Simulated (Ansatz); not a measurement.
**H$_{3}$S⁺, triplet: stretch scan**

Starting geometry (PBE0/def2-TZVP stationary point for this spin, not checked as a minimum):

| atom | x (Å) | y (Å) | z (Å) |
| --- | --- | --- | --- |
| S | 0.0000 | -0.0391 | 0.0000 |
| H | 0.0000 | 1.3184 | 0.0000 |
| H | 0.0000 | -0.0372 | 1.5201 |
| H | 0.0000 | -0.0372 | -1.5201 |

From there H3 moves along the line of the two atoms named below, all else staying in place; atoms are numbered as listed. Energies are in eV, counted from the starting geometry at the same level.

Basis cc-pVDZ; Ansatz 0.2.0. Only valence electrons are correlated (noble-gas cores frozen). Prefix R: restricted or restricted open-shell reference; prefix U: unrestricted.

Full CI isn't at hand for all of this; UCCSDT(Q) serves as the reference, and is uncertain by about the last step of the cluster series. The frozen core follows each run's orbitals, which can shift R against U totals by a few meV.

```csv
distance S1-H3 (Å),RHF
1.228,0.542
1.360,0.064
1.520,0.000
1.694,-0.061
1.860,-0.265
2.113,-0.555
2.478,-0.790
2.785,-0.868
3.289,-0.902
4.029,-0.903
5.128,-0.901
```

Estimate the UCCSDT(Q) curve in cc-pVDZ from this one, knowing how RHF errs.

The computed UCCSDT(Q) values, in eV from the starting point, and the error of RHF against them:
| distance S1-H3 (Å) | UCCSDT(Q) | RHF less UCCSDT(Q) |
| --- | --- | --- |
| 1.228 | 0.765 | -0.222 |
| 1.360 | 0.186 | -0.122 |
| 1.520 | 0.000 | 0.000 |
| 1.694 | -0.014 | -0.048 |
| 1.860 | -0.038 | -0.227 |
| 2.113 | -0.141 | -0.413 |
| 2.478 | -0.282 | -0.507 |
| 2.785 | -0.338 | -0.530 |
| 3.289 | -0.360 | -0.541 |
| 4.029 | -0.358 | -0.546 |
| 5.128 | -0.355 | -0.547 |

The error spans 0.547 eV and is largest, -0.547 eV, at 5.128 Å.
